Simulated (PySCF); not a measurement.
Spin-orbit coupling and the first ionisation energy along the alkaline earths

Two-component X2C-1e calculated with PySCF 2.14: MP2 on generalised Hartree-Fock spinors (GMP2), with spin-orbit coupling off and on (screened by Boettger's factors); no Breit or QED terms. Values in eV; the references (NIST) lie between the lowest levels. Elements whose determinants are no pure J levels are left out.

```csv
element,configurations,spin-free,with spin-orbit,shift,reference
"Mg (x2c-TZVPall-2c, [Ne] frozen)",[Ne] 3s2 → [Ne] 3s1,7.212,7.212,0.000,7.646
"Ca (x2c-TZVPall-2c, [Ne] frozen)",[Ar] 4s2 → [Ar] 4s1,5.885,5.885,0.000,6.113
"Sr (x2c-TZVPall-2c, [Ar] 3d10 frozen)",[Kr] 5s2 → [Kr] 5s1,5.526,5.526,0.000,5.695
"Ba (x2c-TZVPall-2c, [Kr] 4d10 frozen)",[Xe] 6s2 → [Xe] 6s1,5.027,5.028,0.000,5.212
```

What remains against the references is mostly the basis and correlation beyond MP2.
